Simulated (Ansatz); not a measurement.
**BSi+ (singlet): the correlation ladder, cc-pVDZ**

Aim: climb from Hartree-Fock through coupled cluster and multireference methods for BSi+ (singlet) at one geometry and basis, and see what each rung misses.

Program: Ansatz 0.2.0, Gaussian basis. Level of theory: cc-pVDZ, core rule «outside noble gas», up to 6 orbitals frozen. These are calculated values, not measurements.

To be run: UHF; CCSD(T) on RHF; CCSD(T) on UHF; BCCD(T) on RHF; CISD; CCSDT(Q) on RHF; CCSDT(Q) on UHF; CISDTQ; CCSDTQ on RHF; CASSCF and MRCISD+Q, 6 electrons in 8 orbitals; CASSCF and NEVPT4(SD), 6 electrons in 8 orbitals; CASSCF and NEVPT2, 6 electrons in 8 orbitals; Full CI.

16 further runs of the same task are left out: 5 that didn't finish, 11 set aside as unsound or not needed.

## Step 1: What is computed

The geometry is a PBE0/def2-TZVP stationary point (not a proven minimum) of the parent state, kept for this charge and spin.

2 atoms, charge 1, spin multiplicity 1.

Atoms are counted from 1 here; the program's logs count them from 0.

Bond lengths: Si1–B2 1.919 Å.

## Step 2: UHF

in.yaml

```yaml
crystal:
  periodic: [false, false, false]
  atoms:
    - {symbol: Si, position_ang: [0.000000, 0.000000, 0.000000]}
    - {symbol: B, position_ang: [0.000000, 0.000000, 1.919159]}
basis:
  gaussian: {orbitals: cc-pVDZ}
total_charge: 1
magnetization: {spin_polarized: true, initial_magnetization: 0}
hamiltonian: {xc: hf}
output: {orbitals: {seedname: orbitals}}
```

The run is started by

```bash
$ ansatz run in.yaml --threads 1 --pin off --events-out ev --progress --plain --max-ram 2393MiB
```

Further steps of the session: CCSD(T) on RHF; CCSD(T) on UHF; BCCD(T) on RHF; CISD; CCSDT(Q) on RHF; CCSDT(Q) on UHF; CISDTQ; CCSDTQ on RHF; CASSCF and MRCISD+Q, 6 electrons in 8 orbitals; CASSCF and NEVPT4(SD), 6 electrons in 8 orbitals; CASSCF and NEVPT2, 6 electrons in 8 orbitals; Full CI.

Q: Predict the results of all the runs planned. Wanted: FCI below the RHF energy; RMP2 from FCI; RCCSD from FCI; RCCSD(T) from FCI; RCCSDT(Q) from FCI; NEVPT2 valence from FCI; NEVPT4(SD) valence from FCI; MRCISD+Q valence from FCI; T1 diagnostic.

**Answer**, as computed:

| quantity | value |
| --- | --- |
| FCI below the RHF energy | -4.8896 eV |
| RMP2 from FCI | +1564.3 meV |
| RCCSD from FCI | +486.7 meV |
| RCCSD(T) from FCI | +194.4 meV |
| RCCSDT(Q) from FCI | +44.6 meV |
| NEVPT2 valence from FCI | +417.1 meV |
| NEVPT4(SD) valence from FCI | +24.2 meV |
| MRCISD+Q valence from FCI | -20.7 meV |
| levels within 1 kcal/mol (43 meV) | RCCSDTQ, NEVPT4(SD) valence, MRCISD+Q valence |
| T1 diagnostic | 0.046 |
| effectively unpaired electrons | 2.28 |

**Reading.** RCCSD(T) lands +194.4 meV from the yardstick (4.0 % of the correlation energy). MRCISD+Q valence falls below full CI: the +Q correction isn't variational, and the cores differ from full CI's. With 2.3 effectively unpaired electrons against 0 the state is strongly multireference. Of the multireference levels listed MRCISD+Q valence comes nearest in total energy (-20.7 meV), which doesn't show that its space is the better one. Coupled cluster took another determinant than the lowest Hartree-Fock one. These misses are within one basis, not against nature.
